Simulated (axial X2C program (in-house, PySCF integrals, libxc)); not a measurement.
## Ionising CN

All values come from calculations with an in-house relativistic program for diatomic molecules, spin-free (one-electron X2C) or two-component (2c: spin–orbit coupling with atomic mean-field Coulomb and Gaunt terms, which also bring small scalar terms), in Dyall basis sets with cores contracted in-house; open shells are unrestricted.

Basis sets: C dyall-v3z, N dyall-av3z. Frozen shells (counts by l): CN N 1s, C 1s, 9 electrons correlated; CN⁺ N 1s, C 1s, 8 electrons correlated. Coupled cluster in natural virtuals with an MP2 remainder. Where the outer core of a metal is frozen, bonds come out longer and ionisation energies lower.

```tsv
Hamiltonian	level	CN state	Re (Å)	ωe (cm⁻¹)	De (eV)
spin-free	HF	M_S = 1/2, Λ = 0	1.149	2016.8	3.91
spin-free	PBE0	M_S = 1/2, Λ = 0	1.160	2180.7	7.73
spin-free	CCSD	M_S = 1/2, Λ = 0	1.162	2216.7	6.95
spin-free	CCSD(T)	M_S = 1/2, Λ = 0	1.167	2193.7	7.30
2c	HF	Ω = 1/2	1.149	2017.2	3.91
2c	PBE0	Ω = 1/2	1.160	2180.6	7.74
```

Adiabatic ionisation energy (minimum to minimum, no zero-point term) and constants of CN⁺:

```json
{"Hamiltonian": "spin-free", "level": "HF", "CN⁺ state": "M_S = 1, Λ = 1", "IE (eV)": "12.58", "Re (Å)": "1.192", "ωe (cm⁻¹)": "2018.6", "De (eV)": "2.12", "fragments": "N + C+"}
{"Hamiltonian": "spin-free", "level": "PBE0", "CN⁺ state": "M_S = 1, Λ = 1", "IE (eV)": "14.06", "Re (Å)": "1.226", "ωe (cm⁻¹)": "1839.0", "De (eV)": "5.18", "fragments": "N + C+"}
{"Hamiltonian": "spin-free", "level": "CCSD", "CN⁺ state": "M_S = 1, Λ = 1", "IE (eV)": "13.80", "Re (Å)": "1.229", "ωe (cm⁻¹)": "1873.1", "De (eV)": "4.29", "fragments": "N + C+"}
{"Hamiltonian": "spin-free", "level": "CCSD(T)", "CN⁺ state": "M_S = 1, Λ = 1", "IE (eV)": "13.87", "Re (Å)": "1.238", "ωe (cm⁻¹)": "1830.4", "De (eV)": "4.60", "fragments": "N + C+"}
{"Hamiltonian": "2c", "level": "HF", "CN⁺ state": "Ω = 2", "IE (eV)": "12.58", "Re (Å)": "1.192", "ωe (cm⁻¹)": "2018.2", "De (eV)": "2.13", "fragments": "N + C+"}
{"Hamiltonian": "2c", "level": "PBE0", "CN⁺ state": "Ω = 2", "IE (eV)": "14.06", "Re (Å)": "1.226", "ωe (cm⁻¹)": "1839.0", "De (eV)": "5.19", "fragments": "N + C+"}
```

(1) Add the zero-point terms to the ionisation energy at PBE0, 2c, and say whether the electron removed was bonding.

(2) Close the cycle De(CN⁺) + IE(CN) = De(CN) + IE(C) to find the atomic ionisation energy at PBE0, 2c.

Each entry is the lowest single determinant of a limited PBE0 search at one distance. De goes to single-determinant-based atoms at the same level (for ions the charge split of lowest energy) and is withheld (n/a) where an atom does not fit its ground term or J level. Main or longest-lived isotopes. One determinant is a doubtful description, or other states lie close, for CN, CN⁺; these need not be ground states, and all values refer to the states named. Some open-shell Ω = 0 determinants are out of reach, so the Ω given for CN⁺ need not be the lowest component. With several unpaired electrons the Ω given is that of one determinant, not necessarily of the lowest component. Some light 2c atoms are not at their ground J level, so De misses part of their lowering (0.04 eV or less). The functionals have no current term, which raises determinants with orbital currents.

## Answers

(1) IE0 = IE + (ωe⁺ − ωe)/2 = 14.06 + (-0.021) = 14.04 eV. Re changes by 0.066 Å, so the bond lengthens, as on loss of a bonding electron.

(2) IE(C) = 5.19 + 14.06 − 7.74 = 11.51 eV, for the determinants used.
